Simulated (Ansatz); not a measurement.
Input for Ansatz (a first-principles code): R-RI-MP2/aug-cc-pVTZ on C4H4 (a complex). Files ending in .json are basis or fitting sets from the Basis Set Exchange.

Ansatz 0.2 input:
```yaml
crystal:
  periodic: [false, false, false]
  atoms:
    - {symbol: C, position_ang: [-0.41254600, 1.67817500, 0.00000000]}
    - {symbol: C, position_ang: [0.41254600, 2.56162700, 0.00000000]}
    - {symbol: H, position_ang: [-1.13202600, 0.89080900, 0.00000000]}
    - {symbol: H, position_ang: [1.13465100, 3.34577000, 0.00000000]}
    - {symbol: C, position_ang: [0.41254600, -1.67817500, 0.00000000]}
    - {symbol: C, position_ang: [-0.41254600, -2.56162700, 0.00000000]}
    - {symbol: H, position_ang: [1.13202600, -0.89080900, 0.00000000]}
    - {symbol: H, position_ang: [-1.13465100, -3.34577000, 0.00000000]}
basis:
  gaussian:
    orbitals: aug-cc-pVTZ
    fitting: {mean_field: def2-universal-JKFIT, correlation: aug-cc-pVTZ-RIFIT.json}
magnetization: {spin_polarized: false}
correlation: {method: mp2, electrons: outside_noble_gas}
scf: {lower_state_search: off}
```

The head of its log:

```
WARN ansatz: RAYON_NUM_THREADS=1 ignored (pool sized by the plan → 1); use --threads N
Functional definition: HF
these checks for a lower state are left out or cut short: stability, starts, cluster_reference, orbital_swaps, neighbouring_geometries, increment
integrals: 0.26 GiB planned
372 factors; integrals over basis functions are off by at most 8.8e-1 eV
mean field: 0.43 GiB planned
mean field evaluation 1: about -4179.2191 eV, gradient 3.5e1 eV
mean field evaluation 2: about -4182.0231 eV, gradient 1.1e1 eV
mean field evaluation 4: about -4182.3721 eV, gradient 4.5e-1 eV
mean field evaluation 8: about -4182.3725 eV, gradient 2.4e-6 eV
mean field -4182.37254109 eV, -153.6993559712 hartree, gradient 2.4e-6 eV, S^2 0.000000; 0 other end points of the search recorded, 0 dependent functions left out
4 core orbitals not correlated
608 factors; their error is unknown
reference -4182.37254109 eV, -153.6993559712 hartree; 10, 10 occupied and 262, 262 virtual orbitals, 608 factors
```

Task: What total energy does the run end on?

Result: -154.3305 hartree.
